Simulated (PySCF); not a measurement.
# carbon dioxide and water

A complex built from carbon dioxide and water; neutral, singlet.

```json
{"part": "1", "name": "carbon dioxide", "SMILES": "O=C=O", "atoms": "1–3", "charge": "0", "multiplicity": "1"}
{"part": "2", "name": "water", "SMILES": "O", "atoms": "4–6", "charge": "0", "multiplicity": "1"}
```

```xyz
6

O    -1.146   -0.147    0.359
C    -0.018   -0.094    0.107
O     1.116   -0.070   -0.121
O    -0.388    2.032   -1.716
H    -1.160    2.490   -2.059
H     0.361    2.407   -2.185
```
Atom numbers follow the order of the file, from 1.

In these coordinates C2···O4 is 2.825 Å. Part 2 is then moved rigidly along that line, all else held; at short range other atoms may come into contact.

The starting structure comes from a short search with a few starts; no frequency run checks that it is a minimum, and another way of binding may lie lower.

Method: CCSD(T)/aug-cc-pVDZ and MP2/aug-cc-pVTZ, aug-cc-pVQZ counterpoise interaction energy, frozen core, gas phase (PySCF 2.14.0). Geometry: PBE0-D3(BJ)/def2-TZVPD.

Counterpoise energies in eV, cluster less the parts frozen as they stand in it; small is aug-cc-pVDZ, large aug-cc-pVQZ. Estimated limit: HF in aug-cc-pVQZ, MP2 correlation extrapolated as X⁻³ from aug-cc-pVTZ and aug-cc-pVQZ, and CCSD(T) less MP2 in aug-cc-pVDZ; it isn't the exact limit.

(1) How do the values run over the points 2.543, 2.684, 2.825, 2.966, 3.108, 3.531, 4.238, 5.650?

Results:

(1) 
```csv
C2···O4 (Å),HF large,MP2 large,SCS-MP2 large,CCSD(T) small,CCSD(T) limit est.
2.543,-0.035,-0.093,-0.069,-0.070,-0.104
2.684,-0.071,-0.114,-0.096,-0.101,-0.124
2.825,-0.086,-0.117,-0.104,-0.109,-0.125
2.966,-0.088,-0.111,-0.100,-0.107,-0.117
3.108,-0.084,-0.101,-0.092,-0.099,-0.106
3.531,-0.062,-0.067,-0.063,-0.067,-0.070
4.238,-0.032,-0.032,-0.030,-0.033,-0.033
5.650,-0.011,-0.009,-0.009,-0.010,-0.010
```

The 8 runs took 31 min in all, one thread each of Arm Neoverse N1 on a shared host, launched as `OMP_NUM_THREADS=1 python cluster_run.py task.json out`.
